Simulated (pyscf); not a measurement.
This saddle point was located with ωB97X-D3(BJ)/def2-SVP in PySCF.

```
N
H 1 1.0186
H 1 1.0186 2 110.37
Si 1 1.8260 2 118.14 3 145.93
H 4 1.5241 1 92.99 2 -161.67
H 1 1.5555 2 112.76 3 -121.28
Cl 6 1.4052 1 147.72 2 -120.16
```

Surface: singlet, charge 0. Lowest wavenumbers (cm⁻¹): 478i, 215, 397, 590, 628.

Problem. What reaction is this the transition state of?

Solution. `[SiH][Cl]` [singlet] + `[NH3]` ⇌ `[NH2][SiH]` [singlet] + `[ClH]`, a four-centre exchange read from left to right: Cl–Si, H–N broken and N–Si, Cl–H formed. At CCSD(T)/def2-TZVPP + ΔMP2(QZVPP) it lies +0.30 eV from the left side and +0.22 eV from the right (each side as separated species at their lowest minima found). On the reactant side the descent ends in an adduct with a N–Si contact, 1.28 eV under the separated species and 1.47 eV under the saddle at ωB97X-D3(BJ)/def2-TZVP. What is counted as formed (N–Si) is already present as a longer contact in the reactant adduct; forming that adduct is a step of its own. At ωB97X-D3(BJ) the barrier from the zero used here is 0.19 eV. This is the saddle that the search found; another between the same sides may lie lower. The CCSD(T) − MP2 part came from Ansatz, without density fitting, on the same reference.
